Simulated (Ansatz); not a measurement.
Results of r²SCAN (plane waves, PAW; Ansatz, a program for electronic structure) for fluorite SrCl2.

Run with plane-wave cutoff 600 eV, 6×6×6 k mesh, scalar-relativistic PAW data made under PBE.

Computed at the level's own relaxed cell.

Hill averages of the elastic tensor: K = 37.5 GPa, G = 15.0 GPa. Volume 28.519 Å³/atom, mean atomic mass 52.842 u.

Q: Work out the density, the sound velocities of a polycrystal and the elastic Debye temperature at this level.

A: ρ = 1.66054 × 52.842/28.519 = 3.077 g/cm³. v_l = √[(K + 4G/3)/ρ] = 4.323 km/s and v_t = √(G/ρ) = 2.208 km/s. The mean follows from 3/v_m³ = 1/v_l³ + 2/v_t³: v_m = 2.474 km/s. Θ_D = (ħ/k_B) v_m (6π²/V)^(1/3) = 76.38 K Å s/km × 2.474 × 1.2758 Å⁻¹ = 241 K, counting all atoms of the cell.
